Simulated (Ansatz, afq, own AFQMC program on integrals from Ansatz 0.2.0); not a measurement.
## Where AFQMC and coupled cluster stand for HBrF, doublet

```xyz
3

Br    0.0000    0.0000   -1.5437
H     0.0000    0.0000    0.0743
F     0.0000    0.0000    1.4693
```

Connectivity, by distances: BrH ··· F.

Basis cc-pVTZ. Noble-gas cores (and the filled d shells of Ga–Kr and In–Xe) are frozen. Ansatz 0.2.0 and our own AFQMC program on the same integrals; the CISD trial comes from CCSD amplitudes, and released means the phaseless constraint is let go. ± is one standard error of the sampling. No spin–orbit coupling.

Determinant: UHF, the one that the program's search chose, which needn't be the lowest solution. The geometry is a point of a scan.

No full CI on the walks' own integrals is used here; CCSDT(Q) serves as the reference and is uncertain by about the last step of the cluster series.

Cautions: no relativity below Rb; no spin-orbit coupling; inner d shell frozen; unrestricted determinant slightly spin contaminated (⟨S²⟩ 0.83 against 0.75); the released energies are still falling, so no released level is given (meV from the phaseless value at times in 1/Eh: -5 ± 6 at 0.24, -11 ± 7 at 0.51, -13 ± 7 at 0.99, -23 ± 12 at 1.50), though the last usable value meets CCSDT(Q) within the noise.

The T1 diagnostic is 0.0330 and the weight of the determinant in the CISD state is 0.849. The ⟨S²⟩ of the determinant is 0.826 and the size of the correlated space is 15 electrons in 72 orbitals.

```tsv
level	correlation energy (eV)
MP2	-10.6088
CCSD	-11.5958
CCSD(T)	-11.9567
```

Q: Estimate where phaseless AFQMC with a CISD trial lies against CCSD(T) on the same integrals.

A: 0.58 ± 0.23 mEh below CCSD(T).

Reference: CCSDT(Q), correlation energy -12.009 eV.

```tsv
level	E − E(reference) (mEh)	share of correlation (%)
CCSD(T)	1.94	99.56
CCSDT	0.71	99.84
ph-AFQMC/CISD	1.36 ± 0.23	99.69
```

A walk keeps the symmetry of its determinant, which the program's search chose and which needn't be the lowest solution, so a lower state of the same spin and another symmetry isn't excluded.
